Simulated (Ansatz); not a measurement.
# H2O4S: the cost of one run

Method: RKS B3LYP-D4/def2-SVP, in Ansatz 0.2.0.

**1. The starting structure**

Bond lengths: O1–S2 1.408 Å, S2–O3 1.426 Å, S2–O4 1.583 Å, S2–O5 1.584 Å, O4–H6 0.956 Å, O5–H7 0.955 Å. Angles: O1–S2–O3 121.4°, O1–S2–O4 109.1°, O1–S2–O5 109.2°, O3–S2–O4 107.1°, O3–S2–O5 107.0°, O4–S2–O5 101.1°, S2–O4–H6 107.1°, S2–O5–H7 107.1°.

Coordinates:

```xyz
7

O     0.3559   -1.6039    0.8268
S    -0.0075   -0.4500    0.1056
O    -0.9223   -0.5127   -0.9869
O    -0.5601    0.6381    1.1145
O     1.3024    0.2643   -0.4272
H    -1.2812    1.0875    0.6771
H     1.1127    0.5769   -1.3099
```

**2. Relaxing end A**

Contents of input.yaml:

```yaml
crystal:
  periodic: [false, false, false]
  atoms:
    - { symbol: O, position_ang: [0.35592, -1.60393, 0.82682] }
    - { symbol: S, position_ang: [-0.00751, -0.45002, 0.10558] }
    - { symbol: O, position_ang: [-0.9223, -0.51274, -0.98692] }
    - { symbol: O, position_ang: [-0.56005, 0.63809, 1.11453] }
    - { symbol: O, position_ang: [1.30236, 0.26427, -0.42718] }
    - { symbol: H, position_ang: [-1.28117, 1.08746, 0.67706] }
    - { symbol: H, position_ang: [1.11274, 0.57687, -1.30989] }
basis:
  gaussian: { orbitals: def2-SVP }
hamiltonian:
  xc: b3lyp
  dispersion: d4
relax:
  f_tol: 0.015
  max_steps: 40
output:
  orbitals: {}
```

Launch:

```bash
> ansatz run input.yaml --threads 1 --pin off --max-ram 2048MiB --backend cpu --events-out ev --progress --plain --runs-dir out
```

Q: Estimate wall time and peak memory on 1 thread of Arm Neoverse V1, shared host.

About 34 s, with a peak of 0.16 GiB.
